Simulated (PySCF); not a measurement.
Assignment exercise: C6H10

Mapped SMILES: `[CH2:1]=[C:2]([CH3:3])/[CH:4]=[CH:5]\[CH3:6]` (H(Xn): hydrogen on atom n). Ha(C1) is cis to C3; Hb(C1) is trans to C3.

[PySCF: coordinates at the GFN2-xTB level; shieldings: GIAO PBE0/pcSseg-1; rapidly exchanging positions averaged; relativity neglected; a single conformation; no solvent]

References, each an isolated molecule treated in the same way: $^{13}$C, $^{1}$H against TMS.

Task: Assign these signals to the numbered atoms. $^{13}$C{$^{1}$H} NMR (computed): δ 151.6 (C), 140.8 (CH), 132.3 (CH), 124.9 (CH2), 25.4 (CH3), 17.1 (CH3).

Result: 
```tsv
δ (ppm)	atoms	environment	reason
151.6	C2	fully substituted alkene carbon	the olefinic region
140.8	C4	alkene CH	the olefinic region
132.3	C5	alkene CH	–
124.9	C1	terminal =CH2 carbon	the olefinic region
25.4	C3	allylic methyl carbon	aliphatic region, no heteroatom directly attached
17.1	C6	allylic methyl carbon	–
```

Task: Assign these signals to the numbered atoms. $^{1}$H NMR (400 MHz, computed): δ 6.24 (d, 1H), 5.82 (m, 1H), 5.22 (m, 1H), 5.12 (m, 1H), 2.18 (s, 3H), 2.08 (d, 3H).

Result: 
```tsv
δ (ppm)	atoms	environment	reason
6.24	H(C4)	hydrogen on an alkene CH	a vinylic proton, deshielded by the sp2 carbon and the C=C anisotropy
5.82	H(C5)	hydrogen on an alkene CH	–
5.22	Ha(C1)	hydrogen on a terminal =CH2 carbon	attached to an sp2 carbon and in the plane of the double bond
5.12	Hb(C1)	hydrogen on a terminal =CH2 carbon	–
2.18	H(C3)	hydrogen on an allylic methyl carbon	allylic position
2.08	H(C6)	hydrogen on an allylic methyl carbon	–
```

Ha(C1) and Hb(C1); H(C3) and H(C6) lie closer than the usual error of such a calculation, so a measured spectrum could show them in the other order.

Shifts are as computed. Against solution values, carbons near 30 ppm lie about +3 ppm off and those near 130 ppm about +5 ppm. Of 1211 compounds with measured shifts, 218 miss one by over three times the rms of a fit or turn the order of signals round; such compounds aren't used in these exercises. No couplings were computed; multiplicities are counted from neighbouring protons, with m where these are inequivalent, close in shift, in a saturated or five-membered ring or joined by F or P, and br s for small geminal =CH2 splittings.
